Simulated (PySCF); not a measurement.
# NaCl and its ions

PBE; PySCF, no relativity, basis sets Na def2-SVPD, Cl def2-SVPD. Neutral (UKS): singlet (closed shell), Re = 2.390 Å, ωe = 352 cm⁻¹, De = 4.19 eV, HOMO -5.24 eV, LUMO -2.24 eV.

NaCl⁻ (UKS): doublet (σ ↑), Re = 2.541 Å, ωe = 255 cm⁻¹, De = 1.23 eV to Na + Cl⁻. The energies at the minima are -622.06107 hartree for NaCl and -622.09047 for NaCl⁻.

(1) Work out the adiabatic electron affinity, without and with harmonic zero-point energies (1 hartree = 27.2114 eV, 1 eV = 8065.5 cm⁻¹), and the change of the bond length.

For an ion De counts to the pair picked by the measured ionisation energies or electron affinities, which need not be the lowest pair at this level. The highest Kohn–Sham level is positive in this anion. Much of that is self-interaction error, but it also means that the finite basis helps to hold the extra electron. States were picked by a PBE0 search and need not be the measured ground states.

Results:

(1) At PBE: 0.02940 hartree = 0.800 eV between the minima; the zero-point term (352.0 − 255.0)/2 cm⁻¹ = +0.006 eV makes it 0.806 eV. Re changes by +15.1 pm against the neutral. The electron enters a σ orbital; in so polar a molecule the change of length follows mostly from the change of the ionic charges.
